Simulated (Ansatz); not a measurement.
Seven cases of atomisation energy of first-row species (electronic energies, kcal/mol); geometries: B3LYP-D3(BJ)/def2-TZVP. The cases were drawn at random from those of this class that have a high level and all functionals, leaving out states under which another spin lies or may lie. Left out are anions, K, Ca, elements past Kr, ionisation of Li, Na and Mg, pi-pi* triplets of linear molecules and other triplets made from a closed-shell parent. Runs that doubt their state, and full CI more than 15 mEh from coupled cluster, are set aside; a case stays where another high level and all functionals remain. AFQMC serves as high level only in triple zeta or larger, with a steady walk, a bar under 0.8 kcal/mol and agreement with other high levels or trials where they ran; where none ran, an unstable determinant or (outside 3d species) a high T1 diagnostic also bars it, so strongly correlated cases are thinned. No case was kept or dropped by the size of a functional's miss. High levels with a bar over 0.5 kcal/mol are left out too, and the seventh case lies inside the range of the six. Affinities count positive where energy is released, gaps as the second state minus the first. B3LYP is by Ansatz (a program for electronic structure) in def2-TZVPD. High levels (Ansatz): P = CCSD(T)/CBS(cc-pVQZ,cc-pV5Z) + [CCSDT(Q) - CCSD(T)]/cc-pVDZ + core + X2C; Q = CCSD(T)/CBS(cc-pVQZ,cc-pV5Z) + [CCSDT(Q) - CCSD(T)]/cc-pVQZ + [CCSDTQ - CCSDT(Q)]/cc-pVDZ + core + X2C; R = CCSD(T)/CBS(cc-pVQZ,cc-pV5Z) + [CCSDT(Q) - CCSD(T)]/cc-pVTZ + core + X2C; S = CCSD(T)/CBS(cc-pVTZ,cc-pVQZ) + [CCSDT(Q) - CCSD(T)]/cc-pVDZ + core + X2C; T = CCSD(T)/CBS(cc-pVTZ,cc-pVQZ) + [CCSDT(Q) - CCSD(T)]/cc-pVTZ + core + X2C; U = CCSD(T)/CBS(def2-TZVPP,def2-QZVPP) + [CCSDT(Q) - CCSD(T)]/def2-QZVPP + [FCI - CCSDT(Q)]/def2-SVP. Open shells are spin-unrestricted; no spin-orbit coupling. Cores are frozen in correlated methods. Rows without X2C or -DK are non-relativistic. CBS(X,Y): correlation extrapolated as X^-3, Hartree-Fock from the larger set (Q,5: extrapolated as (X+1)exp(-9√X)). A bracket is a step between two methods taken in the basis named. The functionals are non-relativistic, so their misses hold any scalar relativity. '+ core + X2C': CCSD(T) terms for core correlation (cc-pwCVTZ) and scalar relativity (cc-pVTZ-DK). Full CI freezes restricted core orbitals, also for open shells; the composite that ends in it estimates full CI at the basis-set limit. Where a partner has so few electrons that a lower coupled-cluster level is exact, that level stands in. The restricted determinant of C4H2 (C#CC#C, singlet) is unstable towards broken spin symmetry in at least one set run. The UHF reference of C2HO (C#C[O], doublet) is spin-contaminated (<S^2> up to 0.07 over the pure value in the sets run).

```tsv
case	B3LYP	level	high level
BN2H4F (SMILES NB(N)F)	765.5	S	765.7
CH2F (SMILES [CH2]F, doublet)	315.3	R	314.0
C4H2 (SMILES C#CC#C)	694.2	P	697.2
LiF (SMILES [Li][F])	135.7	U	137.8
NH3 (SMILES N)	299.5	Q	298.0
C2HO (SMILES C#C[O], doublet)	423.4	T	420.6
C3H4 (SMILES C1=CC1)	677.9	P	withheld
```

Fit a straight line from B3LYP to the high level over the first six rows by least squares, predict the seventh, and compare with the calculation.

Means: B3LYP 438.93, high level 438.88. Sxx = 298725, Sxy = 299333, slope 1.0020, intercept -0.93 kcal/mol; residual standard deviation 2.4 kcal/mol. Seventh row: 1.0020·(677.9) -0.93 = 678.3 kcal/mol. The calculation gave 681.9 kcal/mol: the line differs from it by -3.6, B3LYP itself by -4.0.
